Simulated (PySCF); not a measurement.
Molecule: `C#C/C(F)=C/C`, C$_{5}$H$_{5}$F.

Atoms are numbered as in `[CH:1]#[C:2]/[C:3]([F:4])=[CH:5]/[CH3:6]` (H(Xn): hydrogen on atom n).

Spin–spin couplings on one PBE0-D3(BJ)/def2-SVP geometry, PySCF 2.14, gas phase, non-relativistic, equivalent pairs averaged (spin–dipole term only in couplings to heteroatoms); isotopes 13C, 19F, 1H; functional B3LYP.

Q: How do the couplings (Hz) change with the basis set? Times are CPU seconds on shared hosts with different chips, so compare them loosely. Far from the basis limit: pcJ-0, 6-31G*, def2-TZVP, cc-pVTZ.

A: 
```tsv
basis set	functions	1J(C3,F4)	1J(C1,H(C1))	1J(C1,C2)	1J(C5,H(C5))	1J(C6,H(C6))	1J(C2,C3)	1J(C3,C5)	core-s
pcJ-0	93	-383.4	265.2	174.1	151.3	116.8	101.3	71.4	6.8
6-31G*	94	-197.5	241.7	191.1	166.8	144.8	119.7	107.0	5.7
def2-TZVP	216	-339.0	263.2	203.0	162.3	128.0	125.2	97.8	22
cc-pVTZ	250	-301.8	261.4	298.2	153.1	119.5	122.2	107.4	28
```

The Fermi-contact term samples the wavefunction at the nucleus, which is why sets with added tight s functions (names with J) are made for couplings.
